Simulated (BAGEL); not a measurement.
**SClO2F (sulfuryl chloride fluoride) at HF/3-21G (density fitting with cc-pvqz-jkfit)**

What is the energy change on altering one bond length of SClO2F (sulfuryl chloride fluoride) at HF/3-21G (density fitting with cc-pvqz-jkfit)? 

The calculation is run with BAGEL 1.2.2.

### 1 Starting point

The species is SClO2F (5 atoms), meant as a singlet with charge 0. As SMILES, `O=S(=O)(F)Cl`. The shape is that of a PBE0-D4/def2-TZVP optimisation.

Bond lengths: O1–S2 1.410 Å, S2–O3 1.410 Å, S2–F4 1.551 Å, S2–Cl5 1.994 Å. Angles: O1–S2–O3 123.8°, O1–S2–F4 107.1°, O1–S2–Cl5 108.9°, O3–S2–F4 107.1°, O3–S2–Cl5 108.9°, F4–S2–Cl5 97.8°.

### 2 A single-point energy at HF/3-21G (density fitting with cc-pvqz-jkfit)

input.json

```json
{ "bagel" : [

{
  "title" : "molecule",
  "basis" : "3-21g",
  "df_basis" : "cc-pvqz-jkfit",
  "angstrom" : true,
  "geometry" : [
    { "atom" : "O", "xyz" : [   -0.123540,   -0.162690,    1.503010 ] },
    { "atom" : "S", "xyz" : [    0.100210,   -0.145140,    0.111160 ] },
    { "atom" : "O", "xyz" : [    1.158000,   -0.828940,   -0.522160 ] },
    { "atom" : "F", "xyz" : [   -1.214690,   -0.608760,   -0.568390 ] },
    { "atom" : "Cl", "xyz" : [    0.080010,    1.745540,   -0.523620 ] }
  ]
},
{ "title" : "hf" },
{ "title" : "print", "file" : "orbitals.molden", "orbitals" : true }

]}
```

Run with:

```bash
$ BAGEL_NUM_THREADS=1 BAGEL input.json > input.out
```

Output:

```text
* using 1 threads per process

  ===============================================================
  ===============================================================

  *** Geometry ***

  { "atom" : "O", "xyz" : [     -0.233457,     -0.307440,      2.840277 ] },
  { "atom" : "S", "xyz" : [      0.189369,     -0.274275,      0.210062 ] },
  { "atom" : "O", "xyz" : [      2.188303,     -1.566470,     -0.986739 ] },
  { "atom" : "F", "xyz" : [     -2.295431,     -1.150390,     -1.074101 ] },
  { "atom" : "Cl", "xyz" : [      0.151197,      3.298593,     -0.989498 ] },

  Number of auxiliary basis functions:      614

  Since a DF basis is specified, we compute 2- and 3-index integrals:
    o Being stored without compression. Storage requirement is 0.014 GB

  Number of basis functions:       53
  Number of electrons      :       58

    * METHOD: MOLECULE                             0.31

  *** RHF ***

  === Nuclear Repulsion ===
   344.6736438269

      * DIIS with orbital gradients will be used.

  === RHF iteration (3-21g) ===
      0      -1099.98753586          0.03233450           0.07
      1      -1100.20000408          0.02053230           0.07
      2      -1100.30708662          0.00196219           0.07
      3      -1100.30846206          0.00066221           0.07
      4      -1100.30873529          0.00019044           0.07
      5      -1100.30875850          0.00005501           0.07
      6      -1100.30876060          0.00001661           0.07
      7      -1100.30876085          0.00000489           0.07
      8      -1100.30876086          0.00000228           0.07
      9      -1100.30876087          0.00000087           0.07
     10      -1100.30876087          0.00000030           0.07
     11      -1100.30876087          0.00000012           0.07
     12      -1100.30876087          0.00000005           0.07
     13      -1100.30876087          0.00000002           0.07
     14      -1100.30876087          0.00000001           0.07
    * SCF iteration converged.

    * Permanent dipole moment:
           (    0.245659,    -0.424418,     0.295102) a.u.

    * METHOD: HF                                   1.16

    * METHOD: PRINT                                0.01

  ===============================================================
```

Wall time 1.6 s (1 thread of Arm Neoverse V1, shared host); peak memory 0.097 GiB.

### 3 The distorted shape at the same level

job.json

```json
{ "bagel" : [

{
  "title" : "molecule",
  "basis" : "3-21g",
  "df_basis" : "cc-pvqz-jkfit",
  "angstrom" : true,
  "geometry" : [
    { "atom" : "O", "xyz" : [       0.533872,       0.069107,       1.842765 ] },
    { "atom" : "S", "xyz" : [       0.757622,       0.086657,       0.450915 ] },
    { "atom" : "O", "xyz" : [       1.815412,      -0.597143,      -0.182405 ] },
    { "atom" : "F", "xyz" : [      -1.214690,      -0.608760,      -0.568390 ] },
    { "atom" : "Cl", "xyz" : [       0.737422,       1.977337,      -0.183865 ] }
  ]
},

{
  "title" : "hf"
},

{
  "title" : "print",
  "file" : "orbitals.molden",
  "orbitals" : true
}

]}
```

Run with:

```bash
$ BAGEL_NUM_THREADS=1 BAGEL job.json > job.out
```

Output:

```text
* using 1 threads per process

  ===============================================================
  ===============================================================

  *** Geometry ***

  { "atom" : "O", "xyz" : [      1.008872,      0.130593,      3.482321 ] },
  { "atom" : "S", "xyz" : [      1.431698,      0.163758,      0.852106 ] },
  { "atom" : "O", "xyz" : [      3.430631,     -1.128437,     -0.344695 ] },
  { "atom" : "F", "xyz" : [     -2.295431,     -1.150390,     -1.074101 ] },
  { "atom" : "Cl", "xyz" : [      1.393526,      3.736625,     -0.347454 ] },

  Number of auxiliary basis functions:      614

  Since a DF basis is specified, we compute 2- and 3-index integrals:
    o Being stored without compression. Storage requirement is 0.014 GB

  Number of basis functions:       53
  Number of electrons      :       58

    * METHOD: MOLECULE                             0.31

  *** RHF ***

  === Nuclear Repulsion ===
   315.9553645584

      * DIIS with orbital gradients will be used.

  === RHF iteration (3-21g) ===
      0      -1099.77384630          0.03527964           0.07
      1      -1099.91865014          0.03084530           0.06
      2      -1100.18937268          0.00550871           0.07
      3      -1100.19905232          0.00186918           0.07
      4      -1100.20032099          0.00056271           0.06
      5      -1100.20050951          0.00020836           0.07
      6      -1100.20053338          0.00004547           0.07
      7      -1100.20053575          0.00002413           0.07
      8      -1100.20053642          0.00001041           0.07
      9      -1100.20053652          0.00000460           0.07
     10      -1100.20053656          0.00000264           0.07
     11      -1100.20053657          0.00000156           0.07
     12      -1100.20053658          0.00000081           0.07
     13      -1100.20053658          0.00000043           0.07
     14      -1100.20053658          0.00000018           0.07
     15      -1100.20053658          0.00000009           0.07
     16      -1100.20053658          0.00000005           0.07
     17      -1100.20053658          0.00000003           0.07
     18      -1100.20053658          0.00000001           0.07
     19      -1100.20053658          0.00000001           0.07
    * SCF iteration converged.

    * Permanent dipole moment:
           (   -0.683674,    -0.882928,    -0.142145) a.u.

    * METHOD: HF                                   1.48

    * METHOD: PRINT                                0.01

  ===============================================================
```

Wall time 1.9 s (1 thread of Arm Neoverse V1, shared host); peak memory 0.097 GiB.

### 4 What came out

At HF/3-21G (density fitting with cc-pvqz-jkfit):

```
                                                         quantity           value
                                        first shape: total energy  -1100.30876 Eh
                                       first shape: dipole moment          1.45 D
                                         first shape: HOMO energy       -14.42 eV
                                         first shape: LUMO energy         0.79 eV
                                       first shape: HOMO–LUMO gap        15.21 eV
                                    distorted shape: total energy  -1100.20054 Eh
                                   distorted shape: dipole moment          2.86 D
                                     distorted shape: HOMO energy       -12.66 eV
                                     distorted shape: LUMO energy        -2.61 eV
                                   distorted shape: HOMO–LUMO gap        10.04 eV
energy change with the S2–F4 bond stretched from 1.551 to 2.326 Å        2.945 eV
```

With the S2–F4 bond stretched from 1.551 to 2.326 Å the energy rises by 2.94 eV (68 kcal/mol). The first shape isn't relaxed at this level, so the change isn't measured from a minimum. A restricted reference can't describe the breaking bond well at this length.
